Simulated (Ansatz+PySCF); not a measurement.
Results of a calculation; reference values are marked as such.
## PySCF 2.14.0 run

```python
from pyscf import gto, scf

mol = gto.M(atom="""
C 1.285210 0.000000 0.000000
C 0.709140 1.127880 0.000000
C -0.580540 1.115910 0.000000
C -1.216440 0.000000 0.000000
C -0.580540 -1.115910 0.000000
C 0.709140 -1.127880 0.000000
H 1.220060 1.994460 0.000000
H -1.087150 1.985290 0.000000
H -2.221630 0.000000 0.000000
H -1.087150 -1.985290 0.000000
H 1.220060 -1.994460 0.000000
""", basis='def2-svp', charge=0, spin=1)
mf = scf.UHF(mol)
mf.init_guess = 'atom'
mf.kernel()
while True:  # follow internal instabilities
    mo, _, stable, _ = mf.stability(return_status=True)
    if stable: break
    mf.kernel(mf.make_rdm1(mo, mf.mo_occ))
print(mf.converged, mf.e_tot, mf.spin_square()[0])
```

The script is written out from the run's settings.

The run gave:

```json
{
 "Converged": "yes",
 "Total energy": "-229.77776 hartree",
 "Spin squared of the determinant": "0.858"
}
```

Caution: the unrestricted determinant is spin contaminated.
